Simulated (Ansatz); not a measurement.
**C2H6N radical: how energies converge with the basis set**

The task here is to estimate one member of a computed series from the others.

The runs use Ansatz 0.2.0, Gaussian basis; one geometry, several basis sets.

Levels to be run: PBE0-D4/def2-SVP; ωB97M-V/def2-SVP; PBE0-D4/def2-QZVPP; ωB97M-V/def2-QZVPP; the functionals' def2-TZVPP values are taken from earlier runs.

## Structure used throughout

An earlier PBE0-D4 in a triple-zeta def2 set relaxation fixed the geometry.

SMILES `C[N]C`, 9 atoms, charge 0, spin multiplicity 2.

Atoms are counted from 1 here; the program's logs count them from 0.

Bond lengths: C1–N2 1.427 Å, C1–H4 1.102 Å, C1–H5 1.091 Å, C1–H6 1.102 Å, N2–C3 1.427 Å, C3–H7 1.102 Å, C3–H8 1.091 Å, C3–H9 1.102 Å. Angles: N2–C1–H4 111.2°, N2–C1–H5 110.8°, N2–C1–H6 111.2°, H4–C1–H5 108.7°, H4–C1–H6 106.1°, H5–C1–H6 108.7°, C1–N2–C3 111.8°, N2–C3–H7 111.1°, N2–C3–H8 110.8°, N2–C3–H9 111.3°, H7–C3–H8 108.7°, H7–C3–H9 106.1°, H8–C3–H9 108.8°.

As a file:

```xyz
9

C    -0.23748    0.85713   -0.78071
N     0.44906   -0.38541   -0.63272
C     0.30609   -0.91533    0.68483
H    -1.31268    0.74654   -0.56776
H    -0.11930    1.24637   -1.79287
H     0.13882    1.60741   -0.06721
H    -0.75385   -1.08766    0.93081
H     0.84532   -1.85845    0.78310
H     0.68401   -0.21061    1.44251
```

Set-up of the first run:

in.yaml

```yaml
crystal:
  periodic: [false, false, false]
  atoms:
    - {symbol: C, position_ang: [-0.237479, 0.857130, -0.780708]}
    - {symbol: N, position_ang: [0.449061, -0.385412, -0.632720]}
    - {symbol: C, position_ang: [0.306087, -0.915331, 0.684825]}
    - {symbol: H, position_ang: [-1.312678, 0.746542, -0.567755]}
    - {symbol: H, position_ang: [-0.119297, 1.246372, -1.792866]}
    - {symbol: H, position_ang: [0.138816, 1.607407, -0.067206]}
    - {symbol: H, position_ang: [-0.753853, -1.087656, 0.930809]}
    - {symbol: H, position_ang: [0.845322, -1.858453, 0.783100]}
    - {symbol: H, position_ang: [0.684010, -0.210609, 1.442510]}
basis:
  gaussian: {orbitals: def2-SVP}
magnetization: {spin_polarized: true, initial_magnetization: 1}
hamiltonian: {xc: pbe0, dispersion: d4}
output: {orbitals: {seedname: orbitals}}
```

Among the steps run: PBE0-D4 in def2-SVP; ωB97M-V in def2-SVP; PBE0-D4 in def2-QZVPP; ωB97M-V in def2-QZVPP.

One of the session's tables, all rows but one given; the rest of the session is left out.

It belongs to the step «Density functionals: the series». 

| functional | basis | HOMO (eV) | LUMO (eV) |
| --- | --- | --- | --- |
| PBE0-D4 | def2-SVP | -6.90 | -1.71 |
| PBE0-D4 | def2-TZVPP | ? | ? |
| PBE0-D4 | def2-QZVPP | -7.19 | -2.00 |
| ωB97M-V | def2-SVP | -9.14 | 0.42 |
| ωB97M-V | def2-TZVPP | -9.26 | 0.12 |
| ωB97M-V | def2-QZVPP | -9.30 | 0.03 |

**Question.** Estimate the row for PBE0-D4, def2-TZVPP.

As computed: HOMO (eV): -7.15; LUMO (eV): -1.94. In the column «HOMO (eV)» it lies between PBE0-D4, def2-QZVPP (-7.19) and PBE0-D4, def2-SVP (-6.90).
